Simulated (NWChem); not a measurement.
System: fluorine (F2); SMILES FF

Input file for NWChem:

```
start job
memory heap 200 mb stack 900 mb global 1100 mb
geometry units angstroms noautosym nocenter noautoz
  F      0.000000     0.000000     0.688226
  F      0.000000     0.000000    -0.688226
end
basis spherical
  F library def2-tzvp
end
dft
  xc b3lyp
  iterations 150
end
property
  response 1 0.0
end
task dft property
```

Parts of the log:

```
             Northwest Computational Chemistry Package (NWChem) 7.3.0
             --------------------------------------------------------

                             Geometry "geometry" -> ""
                             -------------------------

 Output coordinates in angstroms (scale by  1.889725989 to convert to a.u.)

  No.       Tag          Charge          X              Y              Z
 ---- ---------------- ---------- -------------- -------------- --------------
    1 F                    9.0000     0.00000000     0.00000000     0.68822600
    2 F                    9.0000     0.00000000     0.00000000    -0.68822600

 Effective nuclear repulsion energy (a.u.)      31.1404663359

                              NWChem Property Module
                              ----------------------

                                 NWChem DFT Module
                                 -----------------

 Summary of "ao basis" -> "ao basis" (spherical)
 ------------------------------------------------------------------------------
       Tag                 Description            Shells   Functions and Types
 ---------------- ------------------------------  ------  ---------------------
 F                         def2-tzvp                11       31   5s3p2d1f

            General Information
            -------------------
          SCF calculation type: DFT
          Wavefunction type:  closed shell.
          No. of atoms     :     2
          No. of electrons :    18
           Alpha electrons :     9
            Beta electrons :     9
          Charge           :     0
          Spin multiplicity:     1
          Use of symmetry is: off; symmetry adaption is: off
          Maximum number of iterations: 150
          AO basis - number of functions:    62
                     number of shells:    22
          Convergence on energy requested:  1.00D-06
          Convergence on density requested:  1.00D-05
          Convergence on gradient requested:  5.00D-04

              XC Information
              --------------
                         B3LYP Method XC Potential
                     Hartree-Fock (Exact) Exchange  0.200
                        Slater Exchange Functional  0.800 local
                    Becke 1988 Exchange Functional  0.720 non-local
              Lee-Yang-Parr Correlation Functional  0.810
                  VWN I RPA Correlation Functional  0.190 local

             Grid Information
             ----------------
          Grid used for XC integration:  medium
          Radial quadrature: Mura-Knowles
          Angular quadrature: Lebedev.
          Tag              B.-S. Rad. Rad. Pts. Rad. Cut. Ang. Pts.
          ---              ---------- --------- --------- ---------
          F                   0.50       49           6.0       434
          Grid pruning is: on
          Number of quadrature shells:    98
          Spatial weights used:  Erf1

      Superposition of Atomic Density Guess
      -------------------------------------

 Sum of atomic energies:        -198.83615674

      Non-variational initial energy
      ------------------------------

 Total energy =    -198.623490
 1-e energy   =    -340.705518
 2-e energy   =     110.941562
 HOMO         =      -0.486997
 LUMO         =      -0.164032

   convergence    iter        energy       DeltaE   RMS-Dens  Diis-err
 ---------------- ----- ----------------- --------- --------- ---------
 d= 0,ls=0.0,diis     1   -199.5642081187 -2.31D+02  5.11D-03  7.67D-01
 d= 0,ls=0.0,diis     2   -199.5808824493 -1.67D-02  3.01D-03  2.87D-01
 d= 0,ls=0.0,diis     3   -199.5981329387 -1.73D-02  7.28D-04  1.65D-02
 d= 0,ls=0.0,diis     4   -199.5992195282 -1.09D-03  9.87D-05  4.97D-04
 d= 0,ls=0.0,diis     5   -199.5992492777 -2.97D-05  7.86D-06  2.43D-06
 d= 0,ls=0.0,diis     6   -199.5992494491 -1.71D-07  2.00D-07  2.86D-09

         Total DFT energy =     -199.599249449089
      One electron energy =     -340.176289962985
           Coulomb energy =      130.221005956887
    Exchange-Corr. energy =      -20.784431778886
 Nuclear repulsion energy =       31.140466335895

 Numeric. integr. density =       18.000001455401

                       DFT Final Molecular Orbital Analysis
                       ------------------------------------

 Vector    7  Occ=2.000000D+00  E=-5.557722D-01
              MO Center= -1.2D-11,  4.2D-12, -2.3D-06, r^2= 8.8D-01
   Bfn.  Coefficient  Atom+Function         Bfn.  Coefficient  Atom+Function
  ----- ------------  ---------------      ----- ------------  ---------------
     7     -0.260297  1 F  py                38     -0.260298  2 F  py
     6      0.239451  1 F  px                37      0.239452  2 F  px
    10     -0.207880  1 F  py                41     -0.207881  2 F  py
     9      0.191232  1 F  px                40      0.191233  2 F  px
    13     -0.121692  1 F  py                44     -0.121692  2 F  py

 Vector    8  Occ=2.000000D+00  E=-4.146545D-01
              MO Center=  1.7D-11,  2.0D-11,  2.3D-06, r^2= 9.3D-01
   Bfn.  Coefficient  Atom+Function         Bfn.  Coefficient  Atom+Function
  ----- ------------  ---------------      ----- ------------  ---------------
     6      0.295056  1 F  px                37     -0.295056  2 F  px
     7      0.261015  1 F  py                38     -0.261014  2 F  py
     9      0.232416  1 F  px                40     -0.232415  2 F  px
    10      0.205601  1 F  py                41     -0.205601  2 F  py
    12      0.164160  1 F  px                43     -0.164159  2 F  px

 Vector    9  Occ=2.000000D+00  E=-4.146545D-01
              MO Center=  1.4D-11, -2.1D-11,  2.3D-06, r^2= 9.3D-01
   Bfn.  Coefficient  Atom+Function         Bfn.  Coefficient  Atom+Function
  ----- ------------  ---------------      ----- ------------  ---------------
     7      0.295056  1 F  py                38     -0.295056  2 F  py
     6     -0.261015  1 F  px                37      0.261014  2 F  px
    10      0.232416  1 F  py                41     -0.232415  2 F  py
     9     -0.205601  1 F  px                40      0.205601  2 F  px
    13      0.164160  1 F  py                44     -0.164159  2 F  py

 Vector   10  Occ=0.000000D+00  E=-1.375924D-01
              MO Center= -4.5D-12, -6.1D-12,  5.8D-07, r^2= 1.0D+00
   Bfn.  Coefficient  Atom+Function         Bfn.  Coefficient  Atom+Function
  ----- ------------  ---------------      ----- ------------  ---------------
     8      0.413057  1 F  pz                39      0.413057  2 F  pz
    14      0.404881  1 F  pz                45      0.404881  2 F  pz
    11      0.333730  1 F  pz                42      0.333730  2 F  pz
     5     -0.274371  1 F  s                 36      0.274372  2 F  s
     4     -0.143901  1 F  s                 35      0.143901  2 F  s

 Vector   11  Occ=0.000000D+00  E= 4.259185D-01
              MO Center= -7.8D-10,  4.3D-10, -2.9D-05, r^2= 2.5D+00
   Bfn.  Coefficient  Atom+Function         Bfn.  Coefficient  Atom+Function
  ----- ------------  ---------------      ----- ------------  ---------------
     5     -1.266438  1 F  s                 36     -1.266424  2 F  s
     4      1.231677  1 F  s                 35      1.231685  2 F  s
    14     -0.271627  1 F  pz                45      0.271661  2 F  pz
    11      0.113818  1 F  pz                42     -0.113827  2 F  pz
     2     -0.086491  1 F  s                 33     -0.086492  2 F  s

 Vector   12  Occ=0.000000D+00  E= 4.328190D-01
              MO Center= -6.7D-11,  6.5D-11,  2.8D-05, r^2= 3.5D+00
   Bfn.  Coefficient  Atom+Function         Bfn.  Coefficient  Atom+Function
  ----- ------------  ---------------      ----- ------------  ---------------
    14      1.376157  1 F  pz                45      1.376151  2 F  pz
     5     -0.578790  1 F  s                 36      0.578822  2 F  s
    11     -0.365414  1 F  pz                42     -0.365412  2 F  pz
     4     -0.296817  1 F  s                 35      0.296785  2 F  s
     8     -0.205871  1 F  pz                39     -0.205870  2 F  pz

     Multipole analysis of the density
     ---------------------------------

     L   x y z        total         alpha         beta         nuclear
     -   - - -        -----         -----         ----         -------
     0   0 0 0     -0.000000     -9.000000     -9.000000     18.000000

     1   1 0 0      0.000000      0.000000      0.000000      0.000000
     1   0 1 0     -0.000000     -0.000000     -0.000000      0.000000
     1   0 0 1      0.000002      0.000001      0.000001      0.000000

     2   2 0 0     -7.159829     -3.579914     -3.579914      0.000000
     2   1 1 0     -0.000000     -0.000000     -0.000000      0.000000
     2   1 0 1      0.000000      0.000000      0.000000      0.000000
     2   0 2 0     -7.159829     -3.579914     -3.579914      0.000000
     2   0 1 1     -0.000000     -0.000000     -0.000000      0.000000
     2   0 0 2     -6.647755    -18.546951    -18.546951     30.446146

 *** CALLING NEW AORESP DRIVER FOR CLOSED AND OPEN SHELLS ***
 Entering AOResponse driver routine

--------------------------------------------------------------------------------

          -----------------------------------------------
          Solving response equations for perturbing field
          -----------------------------------------------

 number of frequencies:     1
 frequency in a.u.:  0.0000000E+00
 Perturbing field: electric
 Using El. Dipole Length Gauge

 Setting up CPKS with frequency omega =      0.00000000 a.u.

 STATIC response

                                NWChem CPHF Module
                                ------------------

  scftype          =     RHF
  nclosed          =        9
  nopen            =        0
  variables        =      477
  # of vectors     =        3
  tolerance        = 0.10D-03
  level shift      = 0.00D+00
  max iterations   =       50
  max subspace     =       30

 SCF residual:    7.7766253300223756E-006

Iterative solution of linear equations
  No. of variables      477
  No. of equations        3
  Maximum subspace       30
        Iterations       50
       Convergence  1.0D-04

   iter   nsub   residual    time
   ----  ------  --------  ---------
     1      3    7.68D+00       2.2
     2      6    3.18D+00       2.5
     3      9    1.54D-01       2.9
     4     12    6.42D-03       3.3
     5     15    1.80D-03       3.7
     6     18    4.40D-05       4.1

 Electric Dipole Response Matrix (nonzero elements):

              1        2        3
    1    3.5127   0.0000  -0.0000
    2    0.0000   3.5127   0.0000
    3   -0.0000   0.0000  10.6546

 ------------------------------------------
 average:         5.89336 + I       0.00000

 DFT Linear Response polarizability / au
 Frequency  =       0.0000000 / au
              X              Y              Z
 -----------------------------------------------
 X       3.5127386      0.0000000     -0.0000000
 Y       0.0000000      3.5127386      0.0000000
 Z      -0.0000000      0.0000000     10.6546076
 -----------------------------------------------
 Eigenvalues =       3.5127386      3.5127386     10.6546076
 Isotropic   =       5.8933616
 Anisotropic =       7.1418689
 -----------------------------------------------

 Magnetic Dipole Response Matrix (nonzero elements):

 Exiting AOResponse driver routine
```

Level: B3LYP/def2-TZVP. The geometry was optimised at PBE0/def2-SVP. B3LYP is NWChem's, with the RPA form of VWN correlation.
